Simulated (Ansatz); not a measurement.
## How well does each level of theory give the bulk modulus B0 of zinc-blende InSb?

Reference value: 46.1 GPa (measured, 0 K value with the zero-point phonon effect removed; as tabulated in Mejia-Rodriguez and Trickey (2018), arXiv:1807.09216).

```csv
level (code),value (GPa),cell (Å³/atom)
LDA (Ansatz),46.6,33.54
PBE (Ansatz),36.7,36.51
PBE-D4 (Ansatz),(withheld),34.95
PBE0-D3(BJ) (Ansatz),51.1,33.54
Hartree–Fock (Ansatz),49.4,36.35
```

Question: Complete the blanks.

Answer: 
- PBE-D4 (Ansatz, a first-principles code), value (GPa): 42.0

Errors against the reference: LDA +1.1 %, PBE -20 %, PBE-D4 -8.9 %, PBE0-D3(BJ) +10.8 %, Hartree–Fock +7.2 %.

Once the reference is moved by up to 5.0 % (a margin picked here for doubts on the reference and the settings) and values within 1.7 % count as equal, the nearest can be LDA (+1.1 %), Hartree–Fock (+7.2 %) or PBE-D4 (-8.9 %). By the same margin the farthest can be PBE (-20 %) or PBE0-D3(BJ) (+10.8 %).

Each level is taken at its own relaxed cell. Cutoffs and k meshes differ between the levels. Ansatz's density-functional and Hartree–Fock values are scalar-relativistic unless marked +SOC, with PAW data made under PBE.

Differences are worked out from the printed values.
